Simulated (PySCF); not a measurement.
Compound: C4H7N.
SMILES: `C=C/N=C\C`

Torsions of this conformer, `[CH2:1]=[CH:2]/[N:3]=[CH:4]\[CH3:5]`: C1–C2–N3–C4 65°.

The closed-shell ground state was solved at several levels (PySCF, density fitting, gas phase, non-relativistic). Geometry: PBE0-D3(BJ)/def2-SVP, one conformer, isolated molecule.

```json
{"level": "PBE0/pcSseg-1", "basis functions": "120", "total energy (Eh)": "-211.0590", "HOMO (eV)": "-6.50", "LUMO (eV)": "-0.50", "gap (eV)": "6.00", "dipole (D)": "2.04"}
{"level": "PBE0/def2-SVPD", "basis functions": "156", "total energy (Eh)": "-210.9437", "HOMO (eV)": "-6.52", "LUMO (eV)": "-0.59", "gap (eV)": "5.93", "dipole (D)": "1.99"}
{"level": "KT3/pcSseg-2", "basis functions": "278", "total energy (Eh)": "-214.8025", "HOMO (eV)": "-5.42", "LUMO (eV)": "-1.59", "gap (eV)": "3.83", "dipole (D)": "1.89"}
```

Task: What might B3LYP/pcJ-1 (205 basis functions) give for the same quantities?

Result: Total energy -211.3602 Eh, HOMO -6.26 eV, LUMO -0.73 eV, gap 5.53 eV, dipole 1.97 D.

Task: Over all these levels, which gives the widest orbital gap and which the narrowest?

Result: PBE0/pcSseg-1 (global hybrid, 25 % exact exchange) has the widest, 6.00 eV, and KT3/pcSseg-2 (GGA) the narrowest, 3.83 eV. Functional and basis both differ between the two, so the spread mixes both effects.

Task: How far do the dipole and the HOMO energy spread over the levels?

Result: The dipole runs from 1.89 to 2.04 D (mean 1.97 D) and the HOMO from -6.52 to -5.42 eV.
